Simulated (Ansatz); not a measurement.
# AlN₂+ (triplet): wave-function methods side by side, def2-TZVPP

One table from this session's results is given with a row withheld; the runs are named, their logs left out.

Program: Ansatz 0.2.0, Gaussian basis. Level of theory: def2-TZVPP, core rule «outside noble gas», up to 7 orbitals frozen. These are calculated values, not measurements.

The runs, in order: UHF; ROHF; CCSD(T) on UHF.

### What is computed

The geometry is a PBE0/def2-TZVP stationary point (not a proven minimum) of the parent state, kept for this charge and spin.

3 atoms, charge 1, spin multiplicity 3.

Atoms are counted from 1 here; the program's logs count them from 0.

Bond lengths: Al1–N2 1.785 Å, N2–N3 1.137 Å. Angles: Al1–N2–N3 180.0°.

Set-up of the first run:

The input, in.yaml:

```yaml
crystal:
  periodic: [false, false, false]
  atoms:
    - {symbol: Al, position_ang: [0.000000, 0.000000, 1.569200]}
    - {symbol: N, position_ang: [0.000000, 0.000000, -0.216000]}
    - {symbol: N, position_ang: [0.000000, 0.000000, -1.353200]}
basis:
  gaussian: {orbitals: def2-TZVPP}
total_charge: 1
magnetization: {spin_polarized: true, initial_magnetization: 2}
hamiltonian: {xc: hf}
output: {orbitals: {seedname: orbitals}}
```

Command:

```console
ansatz run in.yaml --threads 1 --pin off --events-out ev --progress --plain --max-ram 3968MiB --backend cpu
```

Among the steps run: UHF; ROHF; CCSD(T) on UHF.

One table of the session follows, with a row left open; its other results are not shown here.

| method | from UCCSD(T) (kJ/mol) |
| --- | --- |
| ROHF | +1114.1 |
| UHF | ? |
| UMP2 | +99.7 |
| UCCSD | +54.5 |
| UCCSD(T) | 0 |

Estimate the missing values for UHF.

**Answer.** from UCCSD(T) (kJ/mol): +1090.6. In the column «from UCCSD(T) (kJ/mol)» it lies between UMP2 (+99.7) and ROHF (+1114.1).
